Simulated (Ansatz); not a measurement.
The parent structure is TiC in the rock salt structure (space group Fm-3m, No. 225).

```xyz
2
Lattice="0.0000 2.1467 2.1467 2.1467 0.0000 2.1467 2.1467 2.1467 0.0000" Properties=species:S:1:pos:R:3 pbc="T T T"
C      0.0000     0.0000     0.0000
Ti     2.1467     2.1467     2.1467
```

Level of theory: PBEsol/PAW in Ansatz (an electronic-structure program), without spin-orbit coupling.

It is then changed as follows: full substitution Ti → Hf; the structure is relaxed again.

Measured lattice parameter a: TiC 4.33 Å (temperature not stated; as listed in Guo-Xu Zhang et al., New Journal of Physics (2018)); HfC 4.638 Å (temperature not stated; as listed in Guo-Xu Zhang et al., New Journal of Physics (2018)).

How well does PBEsol reproduce the measured shift?

With PBEsol the lattice parameter a moves by +0.314 Å (4.293 → 4.607) against +0.308 Å measured.

Stability against distortions was not tested. All final runs are without spin polarisation.
